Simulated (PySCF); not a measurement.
PySCF input (TPSSh/def2-TZVPD):

```python
from pyscf import gto, scf, dft

mol = gto.M(
    atom='''
    Al   -0.00224844    0.48080362    0.00489246
    F     1.43233011   -0.34050959   -0.00814095
    F    -1.42908236   -0.35398453    0.00107407
    ''',
    basis='def2-tzvpd',
    charge=0,
    spin=1,
    verbose=4,
)

mf = dft.UKS(mol, xc='tpssh').density_fit(auxbasis='def2-universal-jkfit')
mf.grids.level = 3
mf.conv_tol = 1e-9
mf.max_cycle = 100
mf.max_memory = 1500
mf.kernel()
if not mf.converged:
    mf = mf.newton()
    mf.kernel(mf.make_rdm1())
for _ in range(2):
    mo, _, stable, _ = mf.stability(return_status=True)
    if stable:
        break
    mf.kernel(mf.make_rdm1(mo, mf.mo_occ))
mf.analyze()
```

Output:

```
PySCF version 2.14.0

[INPUT] verbose = 4
[INPUT] num. atoms = 3
[INPUT] num. electrons = 31
[INPUT] charge = 0
[INPUT] spin (= nelec alpha-beta = 2S) = 1
[INPUT] symmetry False subgroup None
[INPUT] Mole.unit = angstrom
[INPUT] Symbol           X                Y                Z      unit          X                Y                Z       unit  Magmom
[INPUT]  1 Al    -0.002248440000   0.480803620000   0.004892460000 AA   -0.004248935808   0.908587161499   0.009245409475 Bohr   0.0
[INPUT]  2 F      1.432330110000  -0.340509590000  -0.008140950000 AA    2.706711627868  -0.643469867888  -0.015384165894 Bohr   0.0
[INPUT]  3 F     -1.429082360000  -0.353984530000   0.001074070000 AA   -2.700574269847  -0.668933814033   0.002029698139 Bohr   0.0

nuclear repulsion = 89.8857446048078
number of shells = 43
number of NR pGTOs = 179
number of NR cGTOs = 123
basis = def2-tzvpd
ecp = {}

******** <class 'pyscf.df.df_jk.DFUKS'> ********
method = DFUKS
initial guess = minao
damping factor = 0
level_shift factor = 0
DIIS = <class 'pyscf.scf.diis.CDIIS'>
diis_start_cycle = 1
diis_space = 8
diis_damp = 0
SCF conv_tol = 1e-09
SCF conv_tol_grad = None
SCF max_cycles = 100
direct_scf = False
number electrons alpha = 16  beta = 15
XC library pyscf.dft.libxc version 7.1.2
    S. Lehtola, C. Steigemann, M. J. T. Oliveira, and M. A. L. Marques,  SoftwareX 7, 1–5 (2018)
XC functionals = tpssh
    V. N. Staroverov, G. E. Scuseria, J. Tao, and J. P. Perdew,  J. Chem. Phys. 119, 12129 (2003)
radial grids:
    Treutler-Ahlrichs [JCP 102, 346 (1995); DOI:10.1063/1.469408] (M4) radial grids

becke partition: Becke, JCP 88, 2547 (1988); DOI:10.1063/1.454033
pruning grids: <function nwchem_prune>
grids dens level: 3
symmetrized grids: False
atomic radii adjust function: <function treutler_atomic_radii_adjust>
small_rho_cutoff = 0
Set gradient conv threshold to 3.16228e-05
tot grids = 47704
******** <class 'pyscf.df.df.DF'> ********
auxbasis = def2-universal-jkfit
init E= -442.334446112197
  alpha nocc = 16  HOMO = -0.191747743077372  LUMO = -0.0547123984093656
  beta  nocc = 15  HOMO = -0.511364235853153  LUMO = -0.191747743077379

WARN: HOMO -0.191747743077372 >= LUMO -0.191747743077379

cycle= 1 E= -442.178768984119  delta_E= 0.156  |g|= 0.651  |ddm|= 1.21
  alpha nocc = 16  HOMO = -0.195415018793203  LUMO = -0.0452140333013844
[...]
  beta  nocc = 15  HOMO = -0.38418789116247  LUMO = -0.163235688067282
  HOMO = -0.239207651002  LUMO = -0.163235688067  gap/eV = 2.06730
Extra cycle  E= -442.326234013472  delta_E= 5.91e-12  |g|= 7.21e-06  |ddm|= 6.82e-06
converged SCF energy = -442.326234013472  <S^2> = 0.75089276  2S+1 = 2.0008926
uhf_internal: lowest eigs of H = [0.29603766 0.38487584 0.39626123]
<class 'pyscf.df.df_jk.DFUKS'> wavefunction is stable in the internal stability analysis
**** SCF Summaries ****
Total Energy =                        -442.326234013472003
Nuclear Repulsion Energy =              89.885744604807797
One-electron Energy =                 -795.720214678411367
Two-electron Energy =                  263.508236060131594
Two-electron Coulomb Energy =          303.203961022673184
DFT Exchange-Correlation Energy =      -39.695724962541597
HOMO-LUMO gap [eV] =                     2.067302410112722
**** MO energy ****
                             alpha | beta                alpha | beta
MO #1   energy= -55.9564076016664  | -55.953525606134   occ= 1 | 1
MO #2   energy= -24.5822148861289  | -24.580060868424   occ= 1 | 1
MO #3   energy= -24.5822090712949  | -24.5800550594953  occ= 1 | 1
MO #4   energy= -4.12837695732123  | -4.12379321179714  occ= 1 | 1
MO #5   energy= -2.67487113937112  | -2.67116686156801  occ= 1 | 1
MO #6   energy= -2.67129924420376  | -2.66564872714212  occ= 1 | 1
MO #7   energy= -2.66866912194556  | -2.66488448443638  occ= 1 | 1
MO #8   energy= -1.14012656320222  | -1.13529412117567  occ= 1 | 1
MO #9   energy= -1.13300027192563  | -1.12818934369923  occ= 1 | 1
MO #10  energy= -0.470261869019504 | -0.459883172878066 occ= 1 | 1
MO #11  energy= -0.435035946416666 | -0.425347215684902 occ= 1 | 1
MO #12  energy= -0.407965479774051 | -0.403623123696902 occ= 1 | 1
MO #13  energy= -0.405658434264641 | -0.403351184037947 occ= 1 | 1
MO #14  energy= -0.392827779910337 | -0.392015749841309 occ= 1 | 1
MO #15  energy= -0.386371177889568 | -0.38418789116247  occ= 1 | 1
MO #16  energy= -0.239207651001962 | -0.163235688067282 occ= 1 | 0
MO #17  energy= -0.0702741461131353 | -0.0362399742848327 occ= 0 | 0
MO #18  energy= -0.00431831089934192 | 0.00601067652253208 occ= 0 | 0
MO #19  energy= 0.00601731499897866 | 0.0259348599815486 occ= 0 | 0
MO #20  energy= 0.0224385141615956 | 0.0451195623670776 occ= 0 | 0
MO #21  energy= 0.0703112404477672 | 0.0807514593497446 occ= 0 | 0
MO #22  energy= 0.070518977165073  | 0.0824163305249834 occ= 0 | 0
MO #23  energy= 0.0745976510776472 | 0.0861197528909683 occ= 0 | 0
MO #24  energy= 0.0799805762494926 | 0.0875821710540848 occ= 0 | 0
MO #25  energy= 0.0825142812904248 | 0.0924475156918071 occ= 0 | 0
MO #26  energy= 0.123839878762225  | 0.136251784341104  occ= 0 | 0
MO #27  energy= 0.123948325106637  | 0.137440151674158  occ= 0 | 0
MO #28  energy= 0.125569624556199  | 0.143711625132031  occ= 0 | 0
MO #29  energy= 0.181207949158608  | 0.187753614626093  occ= 0 | 0
MO #30  energy= 0.183809123275337  | 0.193017324828709  occ= 0 | 0
MO #31  energy= 0.186543500661381  | 0.19433995676823   occ= 0 | 0
MO #32  energy= 0.222390360613491  | 0.23796352362447   occ= 0 | 0
MO #33  energy= 0.235891782210499  | 0.249740762989072  occ= 0 | 0
MO #34  energy= 0.244928402784404  | 0.254596215242356  occ= 0 | 0
MO #35  energy= 0.254205699019443  | 0.267182923713809  occ= 0 | 0
MO #36  energy= 0.259150597770037  | 0.274223040509792  occ= 0 | 0
MO #37  energy= 0.259956492552384  | 0.275453969932599  occ= 0 | 0
MO #38  energy= 0.271401531738835  | 0.278220457497476  occ= 0 | 0
MO #39  energy= 0.32504065052299   | 0.325844727741526  occ= 0 | 0
MO #40  energy= 0.328187285016863  | 0.331505476702274  occ= 0 | 0
MO #41  energy= 0.419369621024673  | 0.423066823992631  occ= 0 | 0
MO #42  energy= 0.465007995763064  | 0.475891619544667  occ= 0 | 0
MO #43  energy= 0.489385734885008  | 0.487278981765496  occ= 0 | 0
MO #44  energy= 0.518625112301916  | 0.52284894772656   occ= 0 | 0
MO #45  energy= 0.558471465560238  | 0.559995565450678  occ= 0 | 0
MO #46  energy= 0.562210855062904  | 0.563034518891647  occ= 0 | 0
MO #47  energy= 0.585652030903942  | 0.591088880786865  occ= 0 | 0
MO #48  energy= 0.616910490131486  | 0.622507877746001  occ= 0 | 0
MO #49  energy= 0.62287950178026   | 0.629666347715987  occ= 0 | 0
MO #50  energy= 0.638382929868014  | 0.641557568254476  occ= 0 | 0
MO #51  energy= 0.646907612177209  | 0.65048452791923   occ= 0 | 0
MO #52  energy= 0.700894483976513  | 0.703615426126259  occ= 0 | 0
MO #53  energy= 0.749364208675065  | 0.757437967882602  occ= 0 | 0
MO #54  energy= 0.755905375748649  | 0.774165365921129  occ= 0 | 0
MO #55  energy= 0.787086255935699  | 0.800738978449985  occ= 0 | 0
MO #56  energy= 0.797456324822045  | 0.803949757656756  occ= 0 | 0
MO #57  energy= 0.797761961115384  | 0.816721736093426  occ= 0 | 0
MO #58  energy= 0.82594232343478   | 0.829969521337043  occ= 0 | 0
MO #59  energy= 0.847478738423731  | 0.849397214844171  occ= 0 | 0
MO #60  energy= 0.862305344129029  | 0.864460373718708  occ= 0 | 0
MO #61  energy= 0.862706486366087  | 0.879759513016309  occ= 0 | 0
MO #62  energy= 0.945774653931018  | 0.940315122683444  occ= 0 | 0
MO #63  energy= 1.01079959075566   | 1.01401178948241   occ= 0 | 0
MO #64  energy= 1.01779299776491   | 1.02422302383594   occ= 0 | 0
MO #65  energy= 1.04311510427818   | 1.05403700147032   occ= 0 | 0
MO #66  energy= 1.12788404828473   | 1.13038869660139   occ= 0 | 0
MO #67  energy= 1.12953976358001   | 1.13482153659094   occ= 0 | 0
MO #68  energy= 1.166039123611     | 1.16992292803277   occ= 0 | 0
MO #69  energy= 1.20104563889691   | 1.20235211342168   occ= 0 | 0
MO #70  energy= 1.21305466362376   | 1.20470408447637   occ= 0 | 0
MO #71  energy= 1.39848458244643   | 1.40173763335017   occ= 0 | 0
MO #72  energy= 1.45659157744694   | 1.4569308501985    occ= 0 | 0
MO #73  energy= 2.01575606179102   | 2.0211329296333    occ= 0 | 0
MO #74  energy= 2.0614007639394    | 2.0580096611007    occ= 0 | 0
MO #75  energy= 2.19819595210012   | 2.20146328894134   occ= 0 | 0
MO #76  energy= 2.2336520409404    | 2.23443471333983   occ= 0 | 0
MO #77  energy= 2.25663235532603   | 2.25774666289662   occ= 0 | 0
MO #78  energy= 2.26008981224251   | 2.26135964410971   occ= 0 | 0
MO #79  energy= 2.3092839431376    | 2.31208066831655   occ= 0 | 0
MO #80  energy= 2.34580151575746   | 2.35057045902591   occ= 0 | 0
MO #81  energy= 2.35102319399908   | 2.35490269833862   occ= 0 | 0
MO #82  energy= 2.38539672178373   | 2.38871230406006   occ= 0 | 0
MO #83  energy= 2.53728091315377   | 2.5370235724198    occ= 0 | 0
MO #84  energy= 2.65183131531068   | 2.6558927326887    occ= 0 | 0
MO #85  energy= 2.76179240157657   | 2.76590420166315   occ= 0 | 0
MO #86  energy= 3.32391224302934   | 3.32527113198407   occ= 0 | 0
MO #87  energy= 3.37698130228572   | 3.37983215674149   occ= 0 | 0
MO #88  energy= 3.41698380822654   | 3.41864401340043   occ= 0 | 0
MO #89  energy= 3.47210651828802   | 3.47418295208905   occ= 0 | 0
MO #90  energy= 3.7421150216463    | 3.74816759532482   occ= 0 | 0
MO #91  energy= 3.81062166678646   | 3.81600492227047   occ= 0 | 0
MO #92  energy= 4.18287743333053   | 4.18712054475568   occ= 0 | 0
MO #93  energy= 4.2197740362954    | 4.22326691182258   occ= 0 | 0
MO #94  energy= 6.90994658687819   | 6.91275590787742   occ= 0 | 0
MO #95  energy= 6.91557897088419   | 6.91734568661593   occ= 0 | 0
MO #96  energy= 6.91890001130127   | 6.92174624948787   occ= 0 | 0
MO #97  energy= 6.91941022912399   | 6.92186708235366   occ= 0 | 0
MO #98  energy= 6.91999896706502   | 6.92297469907956   occ= 0 | 0
MO #99  energy= 6.92876790679319   | 6.93243255685579   occ= 0 | 0
MO #100 energy= 6.93075796185722   | 6.93442494772187   occ= 0 | 0
MO #101 energy= 6.9471200257895    | 6.94984706630237   occ= 0 | 0
MO #102 energy= 6.96485164678168   | 6.96841730167733   occ= 0 | 0
MO #103 energy= 6.9750417515069    | 6.97964563852672   occ= 0 | 0
MO #104 energy= 6.97672185928338   | 6.98124642465408   occ= 0 | 0
[...]
```

It need not be the lowest isomer of its formula.
